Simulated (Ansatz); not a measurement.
**C₅H₁₀S: vertical ionisation energy**

Aim: the vertical ionisation energy of C₅H₁₀S, as cation minus neutral at the neutral's geometry, on several levels, and how well −ε(HOMO) stands in for it.

The runs use Ansatz 0.2.0, Gaussian basis; unrestricted cation, the program's frozen cores in correlated methods.

The runs, in order: UKS PBE-D4/def2-TZVPP; UKS r2SCAN-D4/def2-TZVPP; UKS PBE0-D4/def2-TZVPP; UKS B3LYP-D4/def2-TZVPP; UKS wB97X-V/def2-TZVPP; UKS wB97M-V/def2-TZVPP; UKS B2PLYP/def2-TZVPP; UHF-CCSD(T)/def2-TZVPP; UHF-MP2/def2-QZVPP; extrapolation to the limit; then −ε(HOMO) from the neutral's earlier runs with LDA (SPW92), PBE-D4, revPBE-D4, BLYP-D4, r2SCAN-D4, B97M-V, PBE0-D4, B3LYP-D4, r2SCANh-D4, r2SCAN0-D4, HSE06-D4, BHLYP-D4, CAM-B3LYP-D4, LC-ωPBE, ωB97X-V, ωB97M-V.

### 1 The geometry

The geometry comes from an earlier relaxation with PBE0-D4 in a triple-zeta def2 set; it is a stationary point, not always the lowest conformer.

SMILES `CC1CCCS1`, 16 atoms, charge 0, spin multiplicity 1.

Atoms are counted from 1 here; the program's logs count them from 0.

Bond lengths: C1–C2 1.514 Å, C1–H7 1.094 Å, C1–H8 1.092 Å, C1–H9 1.092 Å, C2–C3 1.521 Å, C2–S6 1.833 Å, C2–H10 1.095 Å, C3–C4 1.518 Å, C3–H11 1.094 Å, C3–H12 1.096 Å, C4–C5 1.522 Å, C4–H13 1.094 Å, C4–H14 1.093 Å, C5–S6 1.820 Å, C5–H15 1.092 Å, C5–H16 1.090 Å. Angles: C2–C1–H7 110.3°, C2–C1–H8 110.6°, C2–C1–H9 111.5°, H7–C1–H8 108.6°, H7–C1–H9 107.7°, H8–C1–H9 108.0°, C1–C2–C3 114.3°, C1–C2–S6 111.5°, C1–C2–H10 109.3°, C3–C2–S6 105.0°, C3–C2–H10 109.2°, S6–C2–H10 107.3°, C2–C3–C4 107.1°, C2–C3–H11 110.8°, C2–C3–H12 109.1°, C4–C3–H11 112.4°, C4–C3–H12 109.8°, H11–C3–H12 107.6° and more.

### 2 Cation, UKS PBE-D4/def2-TZVPP

in.yaml

```yaml
crystal:
  periodic: [false, false, false]
  atoms:
    - {symbol: C, position_ang: [1.530410, 0.134472, 1.581915]}
    - {symbol: C, position_ang: [0.709685, 0.492062, 0.360863]}
    - {symbol: C, position_ang: [0.347149, -0.694372, -0.519453]}
    - {symbol: C, position_ang: [-0.832558, -0.270582, -1.375559]}
    - {symbol: C, position_ang: [-1.854482, 0.333195, -0.423668]}
    - {symbol: S, position_ang: [-0.895328, 1.243930, 0.826729]}
    - {symbol: H, position_ang: [2.490171, -0.296283, 1.280419]}
    - {symbol: H, position_ang: [1.000653, -0.592701, 2.201436]}
    - {symbol: H, position_ang: [1.738475, 1.012833, 2.196220]}
    - {symbol: H, position_ang: [1.253068, 1.230927, -0.236628]}
    - {symbol: H, position_ang: [1.206231, -1.009513, -1.119251]}
    - {symbol: H, position_ang: [0.060196, -1.538702, 0.117561]}
    - {symbol: H, position_ang: [-0.510563, 0.485510, -2.098191]}
    - {symbol: H, position_ang: [-1.260425, -1.104935, -1.937982]}
    - {symbol: H, position_ang: [-2.442614, -0.444359, 0.068712]}
    - {symbol: H, position_ang: [-2.540067, 1.018529, -0.923123]}
basis:
  gaussian: {orbitals: def2-TZVPP}
total_charge: 1
magnetization: {spin_polarized: true, initial_magnetization: 1}
hamiltonian: {xc: pbe, dispersion: d4}
```

On the command line:

```bash
$ ansatz run in.yaml --threads 2 --pin off --events-out ev --progress --plain --max-ram 22528MiB --backend cuda --devices 0, --max-vram 18GiB
```

Further steps of the session: Cation, UKS r2SCAN-D4/def2-TZVPP; Cation, UKS PBE0-D4/def2-TZVPP; Cation, UKS B3LYP-D4/def2-TZVPP; Cation, UKS wB97X-V/def2-TZVPP; Cation, UKS wB97M-V/def2-TZVPP; Cation, UKS B2PLYP (frozen core)/def2-TZVPP; Cation, UHF-CCSD(T)/def2-TZVPP; Cation, UHF-MP2/def2-QZVPP.

Q: Predict the results of all the runs planned. Wanted: ionisation energy, CCSD(T)/CBS; nearest functional by difference; nearest −ε(HOMO); −ε(HOMO) of PBE; T1 of the cation.

**Answer**, as computed:

```
                        quantity               value
  ionisation energy, CCSD(T)/CBS             8.46 eV
nearest functional by difference  ωB97M-V (-0.16 eV)
                nearest −ε(HOMO)  ωB97X-V (+0.02 eV)
                 −ε(HOMO) of PBE             4.88 eV
                T1 of the cation               0.014
```

Energy differences with functionals land within 0.37 eV of the reference. The PBE orbital energy is 3.6 eV too small: a semilocal HOMO is no ionisation energy. Among orbital estimates ωB97X-V comes nearest. Hartree-Fock falls 1.27 eV short, as the neutral has more correlation energy than the cation.
